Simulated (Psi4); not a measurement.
Psi4 input (wB97X-D/6-31G*):

```
memory 1500 MB

molecule {
0 3
O    -0.00000000   -0.00000000   -1.68048500
C    -0.00000000   -0.00000000   -0.52503293
S     0.00000000    0.00000000    1.03712985
symmetry c1
no_reorient
no_com
}

set {
  basis 6-31G*
  reference uks
  scf_type pk
  dft_radial_points 99
  dft_spherical_points 590
  e_convergence 1e-8
  d_convergence 1e-7
  maxiter 150
}

e = energy('wb97x-d')
print_out(f'\nFINAL {e:.10f} DIPOLE {variable("CURRENT DIPOLE")[0]:.6f} {variable("CURRENT DIPOLE")[1]:.6f} {variable("CURRENT DIPOLE")[2]:.6f}\n')
```

Question: What final total energy does it give?

Answer: -511.28120 Eh.
